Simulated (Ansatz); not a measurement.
in.yaml

```yaml
crystal:
  periodic: [false, false, false]
  atoms:
    - {symbol: B, position_ang: [0.000000, 0.000000, 0.948955]}
    - {symbol: C, position_ang: [0.000000, 0.000000, -3.075045]}
    - {symbol: H, position_ang: [0.000000, 0.000000, 2.126091]}
basis:
  gaussian: {orbitals: 6-31G}
magnetization: {spin_polarized: false}
correlation: {method: ccsd_t, electrons: outside_noble_gas}
scf: {lower_state_search: off}
output: {forces: true}
```

```sh
$ ansatz run in.yaml --threads 1 --pin off --events-out ev --progress --plain --max-ram 2393MiB
```

Output:

```
these checks for a lower state are left out or cut short: starts, cluster_reference, orbital_swaps, neighbouring_geometries, increment
285 factors; integrals over basis functions are off by at most 2.6e-4 eV
mean field evaluation 1: about -1705.4660 eV, gradient 1.0e1 eV
mean field evaluation 2: about -1705.4640 eV, gradient 1.0e1 eV
mean field evaluation 4: about -1706.1082 eV, gradient 5.8e-1 eV
mean field evaluation 8: about -1706.1098 eV, gradient 1.7e-4 eV
mean field -1706.10977449 eV, -62.6983777699 hartree, gradient 1.6e-6 eV, S^2 0.000000; 0 other end points of the search recorded, 0 dependent functions left out; unrestricted orbitals would lower it
2 core orbitals not correlated: weight in the atoms' cores, before any rotation towards them, 1.000 or more for the frozen orbitals, at most 0.000 for the correlated occupied ones
reference -1706.10977449 eV, -62.6983777699 hartree; 4, 4 occupied and 14, 14 virtual orbitals, 285 factors
second order -2.03071663 eV of doubles, -0.00000000 eV of singles
cycle   1  -2.72234002 eV  change   -6.9e-1 eV  update   8.8e-2
cycle   2  -3.24571652 eV  change   -5.2e-1 eV  update   4.7e-2
cycle   3  -3.26169133 eV  change   -1.6e-2 eV  update   1.7e-2
cycle   4  -3.27290178 eV  change   -1.1e-2 eV  update   1.4e-2
cycle   5  -3.29554588 eV  change   -2.3e-2 eV  update   1.3e-2
cycle   6  -3.31222473 eV  change   -1.7e-2 eV  update   1.0e-2
...
cycle   6  -3.35843788 eV  change    2.3e-7 eV  update   1.0e-6
cycle   7  -3.35843707 eV  change    8.1e-7 eV  update   8.1e-7
cycle   8  -3.35843661 eV  change    4.7e-7 eV  update   5.0e-7
cycle   9  -3.35843639 eV  change    2.2e-7 eV  update   3.6e-7
cycle  10  -3.35843630 eV  change    8.3e-8 eV  update   2.4e-7
cycle  11  -3.35843623 eV  change    7.6e-8 eV  update   1.5e-7
cycle  12  -3.35843612 eV  change    1.1e-7 eV  update   1.2e-7
cycle  13  -3.35843600 eV  change    1.2e-7 eV  update   1.0e-7
cycle  14  -3.35843583 eV  change    1.6e-7 eV  update   9.3e-8
cycle  15  -3.35843571 eV  change    1.2e-7 eV  update   7.5e-8
perturbative correction -0.07214590 eV, -0.0026513128 hartree
the calculation of the forces begins
Total energy: -1709.54035610 eV, -62.8244493185 hartree
Atom 0 at     0.000000     0.000000     0.948955 Å, force    -0.000000     0.000000    -1.897527 eV/Å
Atom 1 at     0.000000     0.000000    -3.075045 Å, force     0.000000     0.000000     0.101171 eV/Å
Atom 2 at     0.000000     0.000000     2.126091 Å, force     0.000000     0.000000     1.796356 eV/Å
Dipole moment:     0.000000     0.000000     0.285635 e Å
Checks for a lower state left out: starts, cluster_reference, orbital_swaps, neighbouring_geometries, increment
```

Forces (eV/Å):
```
B    0.000  0.000 -1.898
C    0.000  0.000  0.101
H    0.000  0.000  1.796
```

Ran on 1 thread of Arm Neoverse V1, shared host: 0.67 s wall, 0.14 GiB peak host memory.
